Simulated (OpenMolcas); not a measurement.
# Potential curves of Cl₂: spin-free states

Calculated with OpenMolcas 26.06: state-averaged CASSCF(10,6) over Cl 3p, Cl 3p, XMS-CASPT2 (IPEA 0.25, imaginary shift 0.2 hartree), scalar X2C, ANO-RCC-VTZP, then RASSI spin–orbit state interaction with atomic mean-field integrals. C2 symmetry about the axis (a holds Σ, Δ, Γ; b holds Π, Φ, H; Σ⁺ and Σ⁻ are not told apart); roots by multiplicity and irrep: 1a 3, 3b 4, 1b 4, 3a 2.

XMS-CASPT2 energies in eV from the lowest point. Curves are followed by energy order within each symmetry, so they are adiabatic and may change character at avoided crossings and where g and u states cross; Σ⁺ and Σ⁻ are counted together.

| R (Å) | (1)1Σ | (1)3Π | (2)1Π | (2)3Π | (1)3Σ |
| --- | --- | --- | --- | --- | --- |
| 1.741 | 1.031 | 5.984 | 11.475 | 10.722 | 11.456 |
| 1.842 | 0.307 | 4.551 | 9.152 | 8.490 | 9.308 |
| 1.933 | 0.037 | 3.674 | 7.554 | 6.993 | 7.804 |
| 2.024 | 0.000 | 3.083 | 6.324 | 5.865 | 6.622 |
| 2.125 | 0.131 | 2.676 | 5.294 | 4.943 | 5.607 |
| 2.226 | 0.365 | 2.450 | 4.537 | 4.280 | 4.840 |
| 2.368 | 0.769 | 2.331 | 3.808 | 3.660 | 4.077 |
| 2.550 | 1.289 | 2.351 | 3.249 | 3.200 | 3.466 |
| 2.834 | 1.917 | 2.483 | 2.845 | 2.878 | 2.999 |
| 3.238 | 2.372 | 2.619 | 2.675 | 2.747 | 2.788 |

**Question.** With masses 34.969 and 34.969 u, fit the curves (1)1Σ near their minima.

**Answer.** At XMS-CASPT2, Te from the lowest curve (the fit fixes ωe to a per cent or two; the method's Re and ωe can be off by some per cent):

```json
{"curve": "(1)1Σ", "Te (cm⁻¹)": "0", "Re (Å)": "1.996", "ωe (cm⁻¹)": "564.0"}
```

The 5 lowest clean curves are shown; the next is (2)3Σ, from 2.83 eV. Left out for impure symmetry, kinks or missing points, though low: (1)1Π, (2)1Σ, (3)1Σ. g and u states are not told apart. Only roots inside an energy window near the equilibrium distance were included, so the list of states is not complete; labels number the states computed. Each spin and symmetry block has orbitals of its own, averaged over its own roots, so gaps between blocks are less sure than gaps within one and near the minimum can be off by tenths of an eV, in bad cases by more. No Rydberg orbitals are active, so Rydberg states, and σ→σ* states whose orbital the CASSCF left unused, can be missing between those listed. CASPT2 splits the two components of degenerate states numerically, here by up to 153 cm⁻¹. Points that failed a check (symmetry, reference weights, a jump) are left out.
